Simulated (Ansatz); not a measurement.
Ansatz (a first-principles code) input:

Ansatz 0.2 input:
```yaml
crystal:
  periodic: [false, false, false]
  atoms:
    - {symbol: C, position_ang: [-1.14992445, -0.10594391, 0.08222352]}
    - {symbol: O, position_ang: [-1.09599893, -1.12334338, 0.71981249]}
    - {symbol: O, position_ang: [-0.09514905, 0.59559191, -0.36166877]}
    - {symbol: H, position_ang: [-2.07014722, 0.40294349, -0.23349876]}
    - {symbol: C, position_ang: [1.14642890, 0.17825081, -0.10475188]}
    - {symbol: H, position_ang: [1.30346734, -0.72273761, 0.45969915]}
    - {symbol: H, position_ang: [1.93084169, 0.79339379, -0.49401821]}
basis:
  gaussian:
    orbitals: def2-TZVP
hamiltonian:
  xc: b3lyp
  dispersion: d3bj
magnetization: {spin_polarized: true, initial_magnetization: 1}
relax: {f_tol: 0.002, max_steps: 150}
```

Task: Which total energy does the run end on?

Result: -228.50274 Eh (B3LYP-D3(BJ)/def2-TZVP). The basis has 142 functions.

It need not be the lowest isomer of its formula.
